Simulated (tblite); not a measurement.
Species: ethynethiol, C2H2S.
SMILES: `C#CS`

Computed with GFN2-xTB (tblite): harmonic, unscaled wavenumbers at the GFN2-xTB geometry, gas phase. Against measured fundamentals such values can be off by several per cent, at times by over 20. Modes of hydrogen on sulfur can be 10 to 20 % off.

Harmonic wavenumbers (cm⁻¹): 249.0, 253.4, 579.1, 641.5, 712.6, 874.8, 2218.7, 2368.4, 3395.1.

A = 292136, B = 5568, C = 5464 MHz; mass 57.988 u (most abundant isotopes); point group Cs, symmetry number 1.

Question: Zero-point energy?

Answer: Half the sum of the wavenumbers: 5646 cm⁻¹ = 67.54 kJ/mol.

Question: Give the ideal-gas entropy at 298.15 K and 1 bar in the rigid-rotor, harmonic-oscillator model (classical rotation).

Answer: Translation 159.49, rotation 88.36, vibration 19.92: S = 267.8 J/(mol K).

Question: And Cp and H(298.15 K) − H(0)?

Answer: Cp = 62.09 J/(mol K), of which vibrations give 28.84 (their classical limit is 9 R = 74.8); H(298.15 K) − H(0) = 13.72 kJ/mol without the zero-point energy, 3.80 from vibrations.

Question: Which modes carry the vibrational entropy at 298.15 K?

Answer: 249.0 cm⁻¹: 7.27; 253.4 cm⁻¹: 7.14; 579.1 cm⁻¹: 2.04; 641.5 cm⁻¹: 1.60; 712.6 cm⁻¹: 1.22; 874.8 cm⁻¹: 0.65 J/(mol K); the other 3 give 0.00 together.

Question: How do the functions run with temperature in this model?

Answer: 
```csv
T (K),S (J/(mol K)),Cp (J/(mol K)),H − H(0) (kJ/mol),G − H(0) (kJ/mol),ln q(vib)
200,245.0,52.0,8.09,-40.92,0.39
300,268.2,62.3,13.83,-66.62,0.87
500,303.1,74.1,27.61,-123.94,1.93
800,340.3,84.1,51.46,-220.76,3.43
1000,359.6,89.0,68.78,-290.80,4.32
```

q(vib) and H(0) count from the zero-point level.

Hindered rotation and anharmonicity are outside this model.
